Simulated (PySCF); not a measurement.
PySCF input:

```python
from pyscf import gto, scf, dft

mol = gto.M(
    atom='''
    C    -0.00957936    0.00763515   -1.26573338
    C     0.00126974   -0.00101203    0.16777228
    N     0.00988189   -0.00787628    1.30570700
    H     0.00633831    1.04329069   -1.61633999
    H     0.87344293   -0.52304743   -1.63235089
    H    -0.91661809   -0.49088277   -1.61860927
    H     0.01752135   -0.01396524    2.31511772
    ''',
    basis='def2-tzvpd',
    charge=1,
    spin=0,
    verbose=4,
)

mf = dft.RKS(mol, xc='pw6b95').density_fit(auxbasis='def2-universal-jkfit')
mf.grids.level = 3
mf.conv_tol = 1e-9
mf.max_cycle = 100
mf.max_memory = 1500
mf.kernel()
if not mf.converged:
    mf = mf.newton()
    mf.kernel(mf.make_rdm1())
mf.analyze()
```

Problem. Predict the final energy.

Solution. -133.28171 Eh (PW6B95/def2-TZVPD).

It need not be the lowest isomer of its formula.
